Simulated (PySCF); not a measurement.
# Property card for 2,3-butanedione, `CC(=O)C(C)=O`

2,3-butanedione, C4H6O2.
Bonds: C1–C2, C2–O3 (double), C2–C4, C4–C5, C4–O6 (double). Hydrogens: H7, H8, H9 on C1; H10, H11, H12 on C5.

Among its groups: ketone.

PBE0-D3(BJ)/def2-TZVP geometry optimisation, gas phase (PySCF):

```
Rotational constants A, B, C : 5.344, 3.411, 2.136 GHz
```

CAM-B3LYP/aug-cc-pVTZ ground state and vertical TDDFT (core frozen in the response) (PySCF):

```
Dipole moment                                                     : 0.01 D
HOMO energy                                                       : -8.66 eV
LUMO energy                                                       : -1.22 eV
HOMO–LUMO gap                                                     : 7.44 eV
Lowest singlet excitation                                         : 2.91 eV (426 nm, f = 0.000)
Strongest line among the 10 lowest singlet transitions            : S5 at 7.09 eV (175 nm, f = 0.047)
Lowest triplet excitation (Tamm–Dancoff)                          : 2.36 eV
Static isotropic polarisability                                   : 54.4 au
Electronic spatial extent ⟨r²⟩ about the centre of nuclear charge : 578 bohr²
```

PBE0/pcSseg-2 ground state and GIAO shieldings, non-relativistic (PySCF):

```
Lowest Hirshfeld atomic charge                              : -0.21 e on O3/O6
Highest Hirshfeld atomic charge                             : +0.16 e on C2/C4
13C chemical shifts (computed TMS as zero) by class         : 210.0 (C2/C4), 27.0 (C1/C5) ppm
1H chemical shifts (computed TMS as zero) by class          : 2.32 (H7/H8/H9/H10/H11/H12) ppm
Isotropic shieldings of nuclei other than C and H, by class : -338 (O3/O6) ppm
Mayer bond orders between heavy atoms                       : C1–C2 0.97, C2–O3 1.99, C2–C4 0.92, C4–C5 0.97, C4–O6 1.99
```

Monoisotopic mass from the formula: 86.0368 u.

With B = h/(8π²I), that is 505.379 GHz u Å² over I, the principal moments of inertia are 94.6, 148.2 and 236.6 u Å² (most abundant isotopes); the inertial defect Ic − Ia − Ib is -6.2 u Å² (zero for a rigid planar frame, negative otherwise). The principal polarisabilities are 40.7, 59.1 and 63.3 au; their mean is the isotropic value. S1 lies 4.53 eV below the HOMO–LUMO gap; its leading configuration is HOMO→LUMO, weight 0.97. The vertical singlet–triplet gap S1 − T1 is 0.55 eV (TDDFT singlet less Tamm–Dancoff triplet; S1: HOMO→LUMO, weight 0.97; T1: HOMO→LUMO, weight 0.96). The largest Löwdin shares of the HOMO are 0.28 on O3, 0.28 on O6, 0.13 on C2 and 0.13 on C4. The largest Löwdin shares of the LUMO are 0.22 on C4, 0.22 on C2, 0.20 on O6 and 0.20 on O3. The polarisability is 8.06 Å³ as a volume (1 au = 0.148185 Å³), or 1.18 au for each of the 46 electrons. The rotational constants make it an asymmetric top with κ = (2B − A − C)/(A − C) = -0.21, nearer the prolate limit (−1).

Isolated species at its PBE0-D3(BJ)/def2-TZVP geometry (one conformer only). NMR classes are plain means over equivalent atoms (diastereotopic ones count apart unless rotation or inversion swaps them), as if these changed places fast; in this geometry the members of some classes differ.

Conformer computed: `[CH3:1][C:2](=[O:3])[C:4]([CH3:5])=[O:6]`: C1–C2–C4–C5 180°.
